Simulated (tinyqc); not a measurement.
Inside a calculation. Method: CID on RHF in the sto-3g basis, frozen core, for LiH, spin multiplicity 1. One step of it, computed by the program tinyqc.

Question. CID: roots. Diagonalise (each vector has its largest component positive (the first on a tie)); all determinants have Ms = 0, so triplets appear too. The lowest singlet root is the correlation energy.

Occupation strings over the orbitals (2 doubly, a alpha, b beta, 0 empty; spin orbitals ordered 1a 1b 2a 2b ...): 220000 202000 20a00b 200200 200020 20b00a 200002

H - E(HF) between determinants (hartree):
```
           220000     202000     20a00b     200200     200020     20b00a     200002
220000   0.000000   0.012021  -0.033352   0.024068   0.024068   0.033352   0.122838
202000   0.012021   0.697459   0.104487   0.041324   0.041324  -0.104487   0.026296
20a00b  -0.033352   0.104487   0.748712  -0.013878  -0.013878  -0.026296   0.024946
200200   0.024068   0.041324  -0.013878   0.669726   0.016869   0.013878   0.019425
200020   0.024068   0.041324  -0.013878   0.016869   0.669726   0.013878   0.019425
20b00a   0.033352  -0.104487  -0.026296   0.013878   0.013878   0.748712  -0.024946
200002   0.122838   0.026296   0.024946   0.019425   0.019425  -0.024946   1.111279
```

Give: lowest roots of this matrix, relative to E(HF); lowest vectors; <S^2> of these roots; weight of the ground state by excitation level 0, 1, 2, ....

Answer.

lowest roots of this matrix, relative to E(HF) (hartree): -0.0182  0.5539  0.6529  0.7169  0.7224  0.8838  1.1340

lowest vectors:
```
         root 1   root 2   root 3   root 4
220000   0.9908   0.0368   0.0000   0.0550
202000  -0.0232   0.7217   0.0000   0.3217
20a00b   0.0472  -0.3761   0.0000  -0.2136
200200  -0.0276  -0.3120   0.7071   0.6312
200020  -0.0276  -0.3120  -0.7071   0.6312
20b00a  -0.0472   0.3761   0.0000   0.2136
200002  -0.1083   0.0133   0.0000  -0.0737
```

<S^2> of these roots: 0.0000  0.0000  0.0000  0.0000  2.0000  0.0000  0.0000

weight of the ground state by excitation level 0, 1, 2, ...: 0.9817  0.0000  0.0183
